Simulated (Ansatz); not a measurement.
Ge–B–PH, quartet in cc-pVDZ: errors against UCCSDT(Q)

Geometry: displaced at random from a stationary point.

```yaml
atoms:
  - { symbol: Ge, position_ang: [0.0023, -0.3132, 2.4907] }
  - { symbol: B, position_ang: [0.0015, -0.3066, 0.5214] }
  - { symbol: P, position_ang: [0.0495, -0.3662, -1.4294] }
  - { symbol: H, position_ang: [-0.0533, 0.9860, -1.5827] }
```

Basis cc-pVDZ; Ansatz 0.2.0. Correlated methods freeze the noble-gas cores and the filled d shells of p-block atoms, which leaves 13 electrons in 44 orbitals. Prefix R: restricted or restricted open-shell reference; prefix U: unrestricted. No spin–orbit coupling is included, and no scalar relativity.

Full CI isn't at hand for all of this; UCCSDT(Q) serves as the reference, and is uncertain by about the last step of the cluster series. The frozen core follows each run's orbitals, which can shift R against U totals by a few meV for light atoms and by up to 0.1 eV past Ca.

```
UHF ⟨S²⟩                          : 3.780
T1 diagnostic (RCCSD)             : 0.0225
largest doubles amplitude (RCCSD) : 0.087
T1 diagnostic (UCCSD)             : 0.0198
```

```json
{"level": "UHF", "E − E(UCCSDT(Q)) (kJ/mol)": "716.2", "share of correlation (%)": "2.66", "wall time": "–"}
{"level": "UMP2", "E − E(UCCSDT(Q)) (kJ/mol)": "149.5", "share of correlation (%)": "79.68", "wall time": "–"}
{"level": "UCCSD", "E − E(UCCSDT(Q)) (kJ/mol)": "34.4", "share of correlation (%)": "95.33", "wall time": "–"}
{"level": "UCCSD(T)", "E − E(UCCSDT(Q)) (kJ/mol)": "7.1", "share of correlation (%)": "99.04", "wall time": "30 s"}
{"level": "UCCSDT", "E − E(UCCSDT(Q)) (kJ/mol)": "2.0", "share of correlation (%)": "99.73", "wall time": "–"}
```

The correlation energy at UCCSDT(Q), counted from RHF, is -7.626 eV. That run took 2.6 min on 1 thread of Arm Neoverse V2, shared host.

Run but not shown, since their state or frozen core can't be matched to the reference's or they repeat it: RHF, RMP2, CISD, RCCSD, RCCSD(T), BCCD(T), RCCSDT, RCCSDT(Q).

Times hold each run's SCF and search for its determinant on a shared host, so for small cases they say little of a method's own cost; they ran on 1 thread of Arm Neoverse V2.
